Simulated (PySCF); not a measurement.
**Two probes of the same atoms: core binding energy and nuclear shielding**

Species: C4H4FN.
Structure used (GFN2-xTB), in Å, numbered top down from 1:
```
atom  x, y, z in Å
N1    -2.8287   -0.4556    0.0167
C2    -1.9628    0.4214   -0.2406
C3    -0.5539    0.2881   -0.1259
C4     0.6210    0.0544    0.0089
C5     2.0510   -0.1158    0.1362
F6     2.7300    1.0271   -0.2199
H7    -2.4570   -1.3484    0.3401
H8    -2.3154    1.3888   -0.5895
H9     2.3213   -0.3377    1.1767
H10    2.4034   -0.9177   -0.5253
```

Binding energies: delta-SCF UKS SCAN, pcX-2 on the ionised atom, pcseg-1 elsewhere, spin-free X2C (PySCF). Shieldings: GIAO PBE0/pcSseg-1, non-relativistic, same geometry.

```json
{"atom": "C2", "C 1s (eV)": "292.81"}
{"atom": "C3", "C 1s (eV)": "291.14"}
{"atom": "C4", "C 1s (eV)": "291.12"}
{"atom": "C5", "C 1s (eV)": "294.29"}
```

Q: What are the absolute isotropic shieldings of these atoms?

A: 
| atom | environment | C 1s (eV) | isotropic shielding (ppm) |
| --- | --- | --- | --- |
| C4 | alkyne carbon | 291.12 | 91.7 |
| C3 | alkyne carbon | 291.14 | 92.1 |
| C2 | imine carbon | 292.81 | 32.0 |
| C5 | sp3 C–F carbon | 294.29 | 113.7 |

Q: Among the listed atoms, is the one with the highest binding energy also the least shielded?

A: No. The highest binding energy is at C5 (294.29 eV, shielding 113.7 ppm), the lowest shielding at C2 (32.0 ppm, 292.81 eV).

By binding energy: C4 ≈ C3 < C2 < C5. By shielding: C2 < C4 ≈ C3 < C5.

Spin contamination (⟨S²⟩ against 0.75 for a pure doublet) is marked for C 1s of C2 (0.90), C 1s of C3 (0.87) and C 1s of C4 (0.89), which makes these values less certain. Geometry: GFN2-xTB; no solvent, vibrations or thermal averaging.
